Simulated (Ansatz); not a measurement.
Cost and result for the atomization energy of `C/C(F)=C\O` (10 atoms, 9 bonds).

```xyz
10

C    -1.032   -0.346   -0.582
C    -0.023    0.638   -0.133
F    -0.301    1.899   -0.541
C     1.076    0.460    0.589
O     1.537   -0.712    1.095
H    -1.091   -0.369   -1.674
H    -0.800   -1.357   -0.240
H    -2.023   -0.084   -0.200
H     1.714    1.299    0.833
H     0.943   -1.429    0.852
```

The species carries charge 0 and has multiplicity 1. Geometry: relaxed with PBE0-D4/def2-TZVP. It is one conformer, not always the lowest. Program: Ansatz. All runs use 4 threads of an Arm Neoverse V2 on a shared host. Times are those of one run each, without the atoms' runs, and a repeat can differ threefold. Electronic energies, without spin–orbit coupling; frozen cores. CCSD(T)/CBS adds CCSD(T) − MP2 in def2-TZVPP to the MP2 limit, and its time is that of the two runs behind it. T1 = 0.012. B3LYP takes the VWN-RPA correlation (the form of Gaussian; ORCA's B3LYP/G).

CCSD(T)/CBS is a level of theory with its own doubt, some kJ/mol a heavy atom from the limit and from the frozen cores, so smaller differences don't rank the functionals.

```tsv
level	functions	wall time
PBE0-D4/def2-TZVPP	225	1.5 s
PBE-D4/def2-TZVPP (with forces)	225	1.6 s
B3LYP-D4/def2-TZVPP (with forces)	225	2.3 s
r2SCAN-D4/def2-TZVPP (with forces)	225	2.6 s
B2PLYP/def2-TZVPP	225	3 s
ωB97X-V/def2-TZVPP	225	4.3 s
ωB97M-V/def2-TZVPP (with forces)	225	6 s
MP2/def2-QZVPP	435	12 s
CCSD(T)/def2-TZVPP	225	76 s
CCSD(T)/CBS(def2)	–	88 s
```

**Question.** What atomization energy does each give, and how far from CCSD(T)/CBS? (An estimate is asked.)

**Answer.** Ansatz gave: 
```json
{"level": "PBE0-D4/def2-TZVPP", "atomization (kJ/mol)": "4088.3", "difference from CCSD(T)/CBS": "33.3", "per bond": "3.7"}
{"level": "PBE-D4/def2-TZVPP (with forces)", "atomization (kJ/mol)": "4198.4", "difference from CCSD(T)/CBS": "143.4", "per bond": "15.9"}
{"level": "B3LYP-D4/def2-TZVPP (with forces)", "atomization (kJ/mol)": "4058.3", "difference from CCSD(T)/CBS": "3.3", "per bond": "0.4"}
{"level": "r2SCAN-D4/def2-TZVPP (with forces)", "atomization (kJ/mol)": "4077.9", "difference from CCSD(T)/CBS": "22.9", "per bond": "2.5"}
{"level": "B2PLYP/def2-TZVPP", "atomization (kJ/mol)": "4020.6", "difference from CCSD(T)/CBS": "-34.4", "per bond": "-3.8"}
{"level": "ωB97X-V/def2-TZVPP", "atomization (kJ/mol)": "4059.9", "difference from CCSD(T)/CBS": "4.9", "per bond": "0.5"}
{"level": "ωB97M-V/def2-TZVPP (with forces)", "atomization (kJ/mol)": "4070.9", "difference from CCSD(T)/CBS": "15.9", "per bond": "1.8"}
{"level": "MP2/def2-QZVPP", "atomization (kJ/mol)": "4107.6", "difference from CCSD(T)/CBS": "52.6", "per bond": "5.8"}
{"level": "CCSD(T)/def2-TZVPP", "atomization (kJ/mol)": "3950.4", "difference from CCSD(T)/CBS": "-104.6", "per bond": "-11.6"}
{"level": "CCSD(T)/CBS(def2)", "atomization (kJ/mol)": "4055.0", "difference from CCSD(T)/CBS": "0.0", "per bond": "0.0"}
```

From PBE to PBE0 (25 % exact exchange), in def2-TZVPP and without D4, the atomization energy moves by −107.6 kJ/mol: exact exchange takes away binding that semilocal exchange gives to molecules. In def2-TZVPP, CCSD(T) changes the Hartree–Fock value by +1063.7 kJ/mol (the triples alone add +70.0 kJ/mol) and MP2 by +1159.2 kJ/mol; breaking electron pairs costs correlation energy, which Hartree–Fock lacks. The D4 term adds +23.9 kJ/mol with B3LYP and +12.5 kJ/mol with PBE0; it sums over pairs of atoms, weighted by their polarisabilities, and B3LYP, whose exchange is more repulsive, gets the larger term.
